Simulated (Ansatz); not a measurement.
```yaml
crystal:
  periodic: [false, false, false]
  atoms:
    - {symbol: Li, position_ang: [1.099520, -1.492773, -0.431180]}
    - {symbol: Li, position_ang: [-0.994957, 1.392234, 0.850600]}
    - {symbol: S, position_ang: [-0.160139, 0.135871, -0.516506]}
basis:
  gaussian: {orbitals: def2-TZVP, fitting: {mean_field: def2-universal-jkfit}, final_grid: {core_spheres: 8, valence_spheres: 7, degree: 23}}
hamiltonian: {xc: {name: r2SCANh}}
scf: {lower_state_search: full}
output: {forces: true}
```

```sh
$ ansatz run in.yaml --threads 4 --pin off --events-out ev --progress --plain --max-ram 3916MiB
```

Output, abridged:

```
Functional definition: r2SCANh
230 factors; integrals over basis functions are off by at most 2.9e0 eV
mean field evaluation 1: about -11241.2181 eV, gradient 3.7e1 eV
mean field evaluation 2: about -11241.2192 eV, gradient 3.7e1 eV
mean field evaluation 4: about -11245.4904 eV, gradient 6.4e0 eV
mean field evaluation 8: about -11245.7028 eV, gradient 9.9e-2 eV
mean field evaluation 16: about -11205.2546 eV, gradient 3.2e1 eV
mean field evaluation 32: about -11206.5218 eV, gradient 3.2e1 eV
mean field -11245.70277522 eV, -413.2719543783 hartree, gradient 2.3e-5 eV, S^2 0.000000; 0 other end points of the search recorded, 0 dependent functions left out
reference -11245.70279166 eV, -413.2719549824 hartree; 11, 11 occupied and 54, 54 virtual orbitals, 230 factors
Total energy: -11245.70279166 eV, -413.2719549824 hartree
Atom 0 at     1.099520    -1.492773    -0.431180 Å, force     0.101660    -0.131940     0.002859 eV/Å
Atom 1 at    -0.994957     1.392234     0.850600 Å, force    -0.165559     0.248403     0.265044 eV/Å
Atom 2 at    -0.160139     0.135871    -0.516506 Å, force     0.063898    -0.116463    -0.267903 eV/Å
Dipole moment:     0.249337    -0.219891     0.841163 e Å
```

It took 0.7 s on 4 threads of Arm Neoverse V1 on a shared host.
